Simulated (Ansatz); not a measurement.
Reaction (SMILES): O=S(F)F + 3 [H][H] (H2) → 2 F (HF) + O (H2O) + S (H2S)
B3LYP-D3(BJ)/def2-TZVP geometries, fixed; electronic energies without zero-point terms.

How fast the energy of full hydrogenation converges with the basis for several methods (Ansatz, an electronic-structure program): deviation from each method's own reference, in kcal/mol. References: CCSD(T) -63.08 kcal/mol, Hartree-Fock in cc-pV(Q+d)Z plus the correlation part extrapolated as X^-3 from cc-pV(T+d)Z and cc-pV(Q+d)Z; HF -77.23 kcal/mol, the value in pcseg-4; MP2 -61.10 kcal/mol, Hartree-Fock in aug-cc-pV(Q+d)Z plus the correlation part extrapolated as X^-3 from aug-cc-pV(T+d)Z and aug-cc-pV(Q+d)Z; PBE -50.95 kcal/mol, the value in pcseg-4; PBE0 -61.01 kcal/mol, the value in pcseg-4; r2SCAN -49.39 kcal/mol, the value in pcseg-4. Cartesian d functions, on some or all atoms, in 6-31G*, 6-311+G**; all else is spherical. In correlated methods cores are frozen. No added dispersion term, no relativity. 

| basis | functions | CCSD(T) | HF | MP2 | PBE | PBE0 | r2SCAN |
|---|---|---|---|---|---|---|---|
| 3-21G | 40 | -23.09 | -51.20 | -24.29 | -12.22 | -25.65 | -24.45 |
| def2-SVP | 60 | -23.02 | -30.30 | -22.31 | -7.20 | -14.71 | -16.79 |
| 6-31G* | 64 | 21.21 | 1.23 | 20.98 | 21.08 | 14.17 | 14.52 |
| def2-SVPD | 96 | -35.23 | -37.42 | -36.48 | -32.93 | -33.41 | -34.32 |
| aug-pcseg-1 | 96 | -26.92 | -30.36 | -27.08 | -26.50 | -26.82 | -27.98 |
| 6-311+G** | 97 | -35.79 | -41.09 | -37.34 | -30.95 | -33.63 | -32.77 |
| aug-cc-pV(D+d)Z | 101 | -19.03 | -22.77 | -19.90 | -18.33 | -18.74 | -19.73 |
| 6-311++G(2d,2p) | 116 | -20.28 | -23.54 | -20.54 | -17.48 | -19.09 | -18.95 |
| 6-311++G(3df,3pd) | 164 | -10.42 | -7.92 | -9.62 | -5.72 | -6.22 | -6.86 |
| aug-cc-pV(T+d)Z | 193 | -2.81 | -2.84 | -2.10 | -2.20 | -2.38 | -2.46 |
| def2-QZVPP | 241 | -1.82 | -0.97 | -1.24 | 0.37 | -0.18 | -0.26 |
| def2-QZVPPD | 277 | -2.34 | -1.28 | -1.83 | -1.04 | -1.10 | -1.20 |

Mean absolute deviation over 6-311+G**, 6-311++G(2d,2p), 6-311++G(3df,3pd), aug-cc-pV(T+d)Z: PBE 14.09, r2SCAN 15.26, PBE0 15.33, CCSD(T) 17.33, MP2 17.40, HF 18.85 kcal/mol.
